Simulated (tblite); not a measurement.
Species: C5H4S.
Structure used (GFN2-xTB), in Å, numbered top down from 1:
```
atom  x, y, z in Å
C1     2.5967    0.2536   -0.0687
C2     1.3473    0.0100    0.2549
C3     0.1621   -0.2344    0.5748
C4    -1.1112   -0.4727    0.8858
C5    -2.1878    0.1602    0.2213
S6    -3.7582   -0.1211    0.5884
H7     3.4132   -0.2318    0.4410
H8     2.8463    0.9494   -0.8536
H9    -1.3529   -1.1728    1.6759
H10   -1.9466    0.8642   -0.5700
```

The geometry is computed with GFN2-xTB (gas phase).

Take the most abundant isotopes and a rigid rotor. The values belong to one conformer with, in the numbering `[CH2:1]=[C:2]=[C:3]=[CH:4][CH:5]=[S:6]`, C3–C4–C5–S6 180°.

What are A, B and C (MHz)?

Ia = 15.35, Ib = 535.87, Ic = 551.23 u·Å²; 505379 MHz·u·Å²/I gives A = 32920, B = 943.1, C = 916.8 MHz.

What kind of rotor is it?

A near-prolate asymmetric top. Ray's parameter κ = (2B − A − C)/(A − C) = -0.998; −1 is the prolate and +1 the oblate limit.

Is it planar, by Δ = Ic − Ia − Ib?

Planar: Δ = Ic − Ia − Ib = 0.00 u·Å². For a rigid frame Δ = −2 Σ m c², so it vanishes when all atoms lie in the ab plane; here none is more than 0.01 Å from it.

Estimate the classical rotational partition function at 25 K, 200 K and 298.15 K.

Point group Cs, symmetry number σ = 1; q = (√π/σ)·√((kT/h)³/(ABC)), k/h = 20836.6 MHz/K: 3950 at 25 K, 89400 at 200 K, 163000 at 298.15 K.

Its GFN2-xTB frequencies are all real (lowest 82 cm⁻¹). No vibrational averaging or centrifugal distortion is included, and the geometry carries the error of its method.
